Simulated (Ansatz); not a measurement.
`FC1=C(F)S1` at its PBE0-D4/def2-TZVP geometry, where that method's forces vanish. Total charge 0; spin multiplicity 1.

```xyz
5

F     0.5628   -1.0246    1.5107
C     0.3212   -0.3224    0.4543
C    -0.4752    0.2651   -0.3427
F    -1.6608    0.6160   -0.7147
S     1.2521    0.4659   -0.9076
```

Q: What forces (eV/Å) does PBE-D4/def2-TZVPP give on these atoms in Ansatz? (Estimate.)

A: The calculation gave: 
```
F1   0.162 -0.442  0.664
C2   0.212 -0.175  0.240
C3  -0.245  0.162 -0.217
F4  -0.744  0.226 -0.243
S5   0.614  0.228 -0.445
```
